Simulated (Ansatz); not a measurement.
# C₃H₃NO: basis-set convergence

The task here is to estimate one member of a computed series from the others.

Program: Ansatz 0.2.0, Gaussian basis. Level of theory: one geometry, several basis sets. These are calculated values, not measurements.

Levels to be run: PBE0-D4/def2-SVP; ωB97M-V/def2-SVP; PBE0-D4/def2-QZVPP; ωB97M-V/def2-QZVPP; the functionals' def2-TZVPP values are taken from earlier runs.

### Structure used throughout

An earlier PBE0-D4 in a triple-zeta def2 set relaxation fixed the geometry.

SMILES `CN=C=C=O`, 8 atoms, charge 0, spin multiplicity 1.

Atoms are counted from 1 here; the program's logs count them from 0.

Bond lengths: C1–N2 1.442 Å, C1–H6 1.094 Å, C1–H7 1.094 Å, C1–H8 1.094 Å, N2–C3 1.252 Å, C3–C4 1.342 Å, C4–O5 1.161 Å. Angles: N2–C1–H6 107.9°, N2–C1–H7 107.9°, N2–C1–H8 114.0°, H6–C1–H7 106.3°, H6–C1–H8 110.2°, H7–C1–H8 110.2°, C1–N2–C3 117.9°, N2–C3–C4 138.0°, C3–C4–O5 157.4°.

The first run:

in.yaml reads:

```yaml
crystal:
  periodic: [false, false, false]
  atoms:
    - {symbol: C, position_ang: [-0.498550, -0.968538, 0.822109]}
    - {symbol: N, position_ang: [0.537959, -0.074069, 0.368528]}
    - {symbol: C, position_ang: [0.292402, 0.656116, -0.619028]}
    - {symbol: C, position_ang: [0.920715, 1.590305, -1.349708]}
    - {symbol: O, position_ang: [1.060493, 2.380047, -2.188725]}
    - {symbol: H, position_ang: [-0.702522, -0.741021, 1.872437]}
    - {symbol: H, position_ang: [-0.097123, -1.985876, 0.801003]}
    - {symbol: H, position_ang: [-1.421175, -0.914165, 0.237586]}
basis:
  gaussian: {orbitals: def2-SVP}
hamiltonian: {xc: pbe0, dispersion: d4}
output: {orbitals: {seedname: orbitals}}
```

The run is started by

```sh
ansatz run in.yaml --threads 2 --pin off --events-out ev --progress --plain --max-ram 4352MiB
```

Among the steps run: PBE0-D4 in def2-SVP; ωB97M-V in def2-SVP; PBE0-D4 in def2-QZVPP; ωB97M-V in def2-QZVPP.

One table of the session follows, with a row left open; its other results are not shown here.

It belongs to the step «Density functionals: the series». 

```
functional       basis  HOMO (eV)  LUMO (eV)
   PBE0-D4    def2-SVP      -6.12      -2.84
   PBE0-D4  def2-TZVPP      -6.27      -2.96
   PBE0-D4  def2-QZVPP          ?          ?
   ωB97M-V    def2-SVP      -8.28      -0.53
   ωB97M-V  def2-TZVPP      -8.46      -0.70
   ωB97M-V  def2-QZVPP      -8.49      -0.74
```

Estimate the missing values for PBE0-D4, def2-QZVPP.

The run gave: HOMO (eV): -6.30; LUMO (eV): -3.00. In the column «HOMO (eV)» it lies between ωB97M-V, def2-SVP (-8.28) and PBE0-D4, def2-TZVPP (-6.27).
